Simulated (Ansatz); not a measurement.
Ansatz (an electronic-structure program) input:

Ansatz 0.2 input:
```yaml
crystal:
  periodic: [false, false, false]
  atoms:
    - {symbol: C, position_ang: [-0.97165697, -0.65156654, -0.00520927]}
    - {symbol: C, position_ang: [0.00620844, 0.49447777, 0.00506174]}
    - {symbol: H, position_ang: [-0.45337239, -1.61395950, -0.01586483]}
    - {symbol: H, position_ang: [-1.61078508, -0.57064172, 0.87489567]}
    - {symbol: H, position_ang: [-1.61344761, -0.55262858, -0.88152790]}
    - {symbol: O, position_ang: [1.18378704, 0.45997030, 0.00292278]}
basis:
  gaussian:
    orbitals: def2-TZVP
hamiltonian:
  xc: b3lyp
  dispersion: d3bj
magnetization: {spin_polarized: true, initial_magnetization: 1}
phonons: {temperatures: {t_min: 298.15, t_max: 298.15, t_step: 100}}
```

Task: Predict the final energy.

Result: -153.25278 Eh (B3LYP-D3(BJ)/def2-TZVP). The basis has 111 functions.

It need not be the lowest isomer of its formula.
